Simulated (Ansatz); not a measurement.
The input, for Ansatz 0.2.0:

```yaml
crystal:
  periodic: [false, false, false]
  atoms:
    - {symbol: N, position_ang: [0.000000, 0.000000, 0.000000]}
    - {symbol: H, position_ang: [0.590343, 0.592302, 0.590214]}
    - {symbol: H, position_ang: [-0.592921, -0.588246, 0.591684]}
    - {symbol: H, position_ang: [-0.588983, 0.589598, -0.594267]}
    - {symbol: H, position_ang: [0.591561, -0.593654, -0.587631]}
basis:
  gaussian: {orbitals: 6-31G}
total_charge: 1
correlation: {method: fic_nevpt4_sd, electrons: valence, active_space: {window: {electrons: 8, orbitals: 5}, states: [{multiplicity: 1, weights: [1, 1]}], root: 0}}
```

```sh
$ ansatz run in.yaml --threads 1 --pin off --events-out ev --progress --plain --max-ram 2393MiB
```

Log:

```
402 factors; integrals over basis functions are off by at most 1.9e-8 eV
mean field evaluation 1: about -1534.4401 eV, gradient 4.3e1 eV
mean field evaluation 2: about -1534.4369 eV, gradient 4.3e1 eV
mean field evaluation 4: about -1537.8764 eV, gradient 1.2e0 eV
mean field evaluation 8: about -1537.8800 eV, gradient 1.5e-6 eV
mean field -1537.88003739 eV, -56.5160489614 hartree, gradient 1.1e-6 eV, S^2 0.000000; 0 other end points of the search recorded, 0 dependent functions left out
reference -1537.88003739 eV, -56.5160489614 hartree; 5, 5 occupied and 12, 12 virtual orbitals, 402 factors
state -1537.74700149 eV, -56.5111599824 hartree
state -1521.52996888 eV, -55.9151950264 hartree
state -1537.74700149 eV, -56.5111599824 hartree; corrected -1541.37459895 eV, -56.6444717304 hartree
state -1521.52996888 eV, -55.9151950264 hartree; corrected -1524.89792070 eV, -56.0389649727 hartree
Total energy: -1541.37459895 eV, -56.6444717304 hartree
```

Natural occupations, averaged over the states: 1.9997 1.9997 1.9987 1.5000 0.5019.

Ran on 1 thread of Arm Neoverse V2, shared host: 0.36 s wall, 0.14 GiB peak host memory.
